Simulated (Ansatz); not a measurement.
A run for Ansatz (an electronic-structure program): U-B2PLYP/def2-TZVPPD on NH2C2H5ts, 2S+1 = 3. Files ending in .json are basis or fitting sets from the Basis Set Exchange.

Ansatz 0.2 input:
```yaml
crystal:
  periodic: [false, false, false]
  atoms:
    - {symbol: C, position_ang: [-1.39498400, -0.44966100, 0.00070300]}
    - {symbol: C, position_ang: [-0.43574600, 0.71406300, 0.00202700]}
    - {symbol: N, position_ang: [1.92757000, -0.37835200, 0.00303600]}
    - {symbol: H, position_ang: [-1.20008700, -1.12095100, -0.83568700]}
    - {symbol: H, position_ang: [-1.32209500, -1.02788400, 0.92177300]}
    - {symbol: H, position_ang: [-2.42871300, -0.10535200, -0.08933400]}
    - {symbol: H, position_ang: [-0.41768800, 1.30848200, -0.90720100]}
    - {symbol: H, position_ang: [-0.44112700, 1.32909500, 0.89746700]}
    - {symbol: H, position_ang: [0.82850100, 0.18059300, -0.02856100]}
    - {symbol: H, position_ang: [2.47259200, 0.49807300, 0.00391000]}
basis:
  gaussian:
    orbitals: def2-TZVPPD.json
hamiltonian:
  xc: {name: B2PLYP}
magnetization: {spin_polarized: true, initial_magnetization: 2}
correlation: {electrons: outside_noble_gas}
```

Question: Predict the final total energy.

Answer: -134.9492 hartree.

Question: How many basis functions does it have, and what does it roughly cost on one machine?

Answer: 230 functions; very roughly 13 core-seconds.
